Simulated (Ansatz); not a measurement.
# C4H7Cl: one species, many methods

One table from this session's results is given with a row withheld; the runs are named, their logs left out.

Computed with Ansatz 0.2.0, Gaussian basis. Level: functionals in def2-TZVPP, the program's frozen cores in correlated methods.

Levels to be run: LDA (SPW92), PBE-D4, revPBE-D4, BLYP-D4, r2SCAN-D4, B97M-V, PBE0-D4, B3LYP-D4, r2SCANh-D4, r2SCAN0-D4, HSE06-D4, BHLYP-D4, CAM-B3LYP-D4, LC-ωPBE, ωB97X-V, ωB97M-V, B2PLYP, PBE-QIDH; CCSD(T)/def2-SVP; CCSD(T)/def2-TZVPP; MP2/def2-QZVPP; extrapolation to the limit; RPA on PBE.

## Structure used throughout

The geometry comes from an earlier relaxation with PBE0-D4 in a triple-zeta def2 set; it is a stationary point, not always the lowest conformer.

SMILES `C=CCCCl`, 12 atoms, charge 0, spin multiplicity 1.

Atoms are counted from 1 here; the program's logs count them from 0.

Bond lengths: C1–C2 1.325 Å, C1–H6 1.084 Å, C1–H7 1.086 Å, C2–C3 1.492 Å, C2–H8 1.087 Å, C3–C4 1.517 Å, C3–H9 1.096 Å, C3–H10 1.096 Å, C4–Cl5 1.788 Å, C4–H11 1.090 Å, C4–H12 1.089 Å. Angles: C2–C1–H6 121.5°, C2–C1–H7 121.6°, H6–C1–H7 116.9°, C1–C2–C3 124.4°, C1–C2–H8 119.6°, C3–C2–H8 116.0°, C2–C3–C4 113.7°, C2–C3–H9 110.1°, C2–C3–H10 109.7°, C4–C3–H9 108.4°, C4–C3–H10 107.6°, H9–C3–H10 107.2°, C3–C4–Cl5 112.1°, C3–C4–H11 111.4°, C3–C4–H12 111.1°, Cl5–C4–H11 106.5°, Cl5–C4–H12 106.2°, H11–C4–H12 109.2°.

Geometry (Å):

```mol
C4H7Cl
  3D, bonds by distance, orders not assigned

 12 11  0  0  0  0  0  0  0  0999 V2000
   -0.8722    1.5007    1.0178 C   0  0
   -0.6960    0.2476    0.6248 C   0  0
    0.6190   -0.3349    0.2267 C   0  0
    0.6504   -0.8534   -1.1982 C   0  0
   -0.4555   -2.2379   -1.4341 Cl  0  0
   -1.8507    1.8750    1.2952 H   0  0
   -0.0426    2.1987    1.0817 H   0  0
   -1.5497   -0.4235    0.5729 H   0  0
    0.8851   -1.1576    0.8997 H   0  0
    1.4027    0.4252    0.3193 H   0  0
    0.3416   -0.0861   -1.9075 H   0  0
    1.6449   -1.2091   -1.4644 H   0  0
  1  2  8  0
  2  3  8  0
  3  4  8  0
  4  5  8  0
  1  6  8  0
  1  7  8  0
  2  8  8  0
  3  9  8  0
  3 10  8  0
  4 11  8  0
  4 12  8  0
M  END
```

The first run:

in.yaml

```yaml
crystal:
  periodic: [false, false, false]
  atoms:
    - {symbol: C, position_ang: [-0.872239, 1.500686, 1.017827]}
    - {symbol: C, position_ang: [-0.696019, 0.247599, 0.624768]}
    - {symbol: C, position_ang: [0.618950, -0.334868, 0.226677]}
    - {symbol: C, position_ang: [0.650428, -0.853427, -1.198189]}
    - {symbol: Cl, position_ang: [-0.455458, -2.237862, -1.434060]}
    - {symbol: H, position_ang: [-1.850682, 1.875009, 1.295183]}
    - {symbol: H, position_ang: [-0.042613, 2.198672, 1.081657]}
    - {symbol: H, position_ang: [-1.549731, -0.423461, 0.572942]}
    - {symbol: H, position_ang: [0.885096, -1.157569, 0.899747]}
    - {symbol: H, position_ang: [1.402725, 0.425202, 0.319345]}
    - {symbol: H, position_ang: [0.341612, -0.086098, -1.907485]}
    - {symbol: H, position_ang: [1.644931, -1.209083, -1.464411]}
basis:
  gaussian: {orbitals: def2-TZVPP}
hamiltonian: {xc: lda}
output: {orbitals: {seedname: orbitals}}
```

Started as:

```sh
> ansatz run in.yaml --threads 4 --pin off --events-out ev --progress --plain --max-ram 10444MiB
```

Steps of the session up to this table: LDA; PBE-D4 (GGA); revPBE-D4 (GGA); BLYP-D4 (GGA); r2SCAN-D4 (meta-GGA); B97M-V (meta-GGA); B3LYP-D4 (hybrid); r2SCANh-D4 (hybrid); r2SCAN0-D4 (hybrid); HSE06-D4 (hybrid); BHLYP-D4 (hybrid); CAM-B3LYP-D4 (range-separated); LC-ωPBE (range-separated); ωB97X-V (range-separated); ωB97M-V (range-separated); B2PLYP (double hybrid); PBE-QIDH (double hybrid).

One table of the session follows, with a row left open; its other results are not shown here.

It belongs to the step «Frontier levels by functional». 

| functional | HOMO (eV) | gap (eV) |
| --- | --- | --- |
| LDA (SPW92) | -6.68 | 5.51 |
| PBE-D4 | -6.50 | 5.58 |
| revPBE-D4 | -6.43 | 5.61 |
| BLYP-D4 | -6.34 | 5.55 |
| r2SCAN-D4 | -6.71 | 6.04 |
| B97M-V | -6.72 | 6.09 |
| PBE0-D4 | -7.64 | 7.76 |
| B3LYP-D4 | ? | ? |
| r2SCANh-D4 | -7.14 | 6.84 |
| r2SCAN0-D4 | -7.79 | 8.04 |
| HSE06-D4 | -7.24 | 6.97 |
| BHLYP-D4 | -8.62 | 9.82 |
| CAM-B3LYP-D4 | -8.99 | 10.23 |
| LC-ωPBE | -10.41 | 12.86 |
| ωB97X-V | -10.01 | 12.35 |
| ωB97M-V | -9.91 | 12.07 |

**Question.** Estimate the row for B3LYP-D4.

Worked estimate for «HOMO (eV)». Against the share of exact exchange, BLYP-D4 (0, -6.34), BHLYP-D4 (0.5, -8.62) give a slope of -4.56 per unit share; at 0.2 the line stands at -7.25.

**Answer.** HOMO (eV): -7.42; gap (eV): 7.28. In «HOMO (eV)» the line misses by +0.17.
